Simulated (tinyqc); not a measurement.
Worked calculation: Born-Oppenheimer dynamics on the UHF/sto-3g surface (energies and gradients from PySCF), for LiH+, spin multiplicity 2. Computed by tinyqc, a small Python program that keeps every step (integrals from PySCF). Settings: charge = 1, multiplicity = 2, basis = sto-3g, time step (fs) = 0.5, steps = 24. Command: `OMP_NUM_THREADS=1 python tinyqc.py 30095 30096 out.jsonl` (the two numbers bound the seeds that draw the settings). One thread of a shared host (Intel(R) Xeon(R) Processor @ 2.60GHz), about 1 s of CPU time with the checks.

## Velocity Verlet step 1

positions (bohr):
```
          x       y       z
1Li  0.0000  0.0000  0.0000
2H   0.0000  0.0000  2.7855
```

velocities (bohr per atomic time unit):
```
              x           y           z
1Li  -0.0001005  -0.0000360  -0.0000889
2H    0.0006995   0.0002510   0.0006191
```

gradient (hartree/bohr):
```
            x         y          z
1Li  0.000000  0.000000   0.047797
2H   0.000000  0.000000  -0.047797
```

masses (electron masses): 1Li 12789.3929, 2H 1837.1526

gradient after step 1 (hartree/bohr):
```
             x          y          z
1Li   0.000270   0.000097   0.045802
2H   -0.000270  -0.000097  -0.045802
```

dt = 0.5 fs = 20.6707 atomic units; x' = x + v dt - g dt^2 / (2m); after the new gradient g', v' = v - (g + g') dt / (2m).

positions after step 1 (bohr):
```
           x        y        z
1Li  -0.0021  -0.0007  -0.0026
2H    0.0145   0.0052   2.8038
```

velocities after step 1 (bohr per atomic time unit):
```
              x           y           z
1Li  -0.0001007  -0.0000361  -0.0001646
2H    0.0007010   0.0002515   0.0011456
```

## Velocity Verlet step 2

gradient after step 2 (hartree/bohr):
```
             x          y          z
1Li   0.000499   0.000179   0.042771
2H   -0.000499  -0.000179  -0.042771
```

As before.

positions after step 2 (bohr):
```
           x        y        z
1Li  -0.0042  -0.0015  -0.0068
2H    0.0290   0.0104   2.8328
```

velocities after step 2 (bohr per atomic time unit):
```
              x           y           z
1Li  -0.0001013  -0.0000363  -0.0002361
2H    0.0007054   0.0002530   0.0016439
```

## Energy conservation

The total energy should stay constant up to terms of order dt^2; the step counts as short enough if it moves by less than 2 % of the largest kinetic energy.

Trajectory:
```
time (fs)  1Li-2H (angstrom)  potential (hartree)  kinetic (hartree)  total (hartree)
0.0000                1.4740            -7.604992           0.000983        -7.604009
0.5000                1.4851            -7.605977           0.001962        -7.604015
1.0000                1.5028            -7.607453           0.003429        -7.604024
1.5000                1.5265            -7.609283           0.005250        -7.604033
2.0000                1.5557            -7.611313           0.007270        -7.604042
2.5000                1.5899            -7.613391           0.009341        -7.604050
3.0000                1.6283            -7.615386           0.011331        -7.604056
3.5000                1.6703            -7.617197           0.013138        -7.604059
4.0000                1.7153            -7.618753           0.014693        -7.604061
4.5000                1.7625            -7.620017           0.015957        -7.604060
5.0000                1.8115            -7.620975           0.016916        -7.604059
5.5000                1.8618            -7.621636           0.017579        -7.604057
6.0000                1.9128            -7.622021           0.017967        -7.604054
6.5000                1.9643            -7.622159           0.018108        -7.604051
7.0000                2.0158            -7.622087           0.018039        -7.604048
7.5000                2.0670            -7.621838           0.017793        -7.604045
8.0000                2.1179            -7.621448           0.017405        -7.604043
8.5000                2.1680            -7.620947           0.016907        -7.604040
9.0000                2.2174            -7.620365           0.016326        -7.604038
9.5000                2.2659            -7.619724           0.015688        -7.604037
10.0000               2.3134            -7.619046           0.015011        -7.604036
10.5000               2.3597            -7.618347           0.014313        -7.604035
11.0000               2.4050            -7.617641           0.013608        -7.604034
11.5000               2.4491            -7.616939           0.012906        -7.604033
12.0000               2.4919            -7.616248           0.012215        -7.604032
```

The total energy moves within 5.2e-05 hartree, under 2 % of the largest kinetic energy.
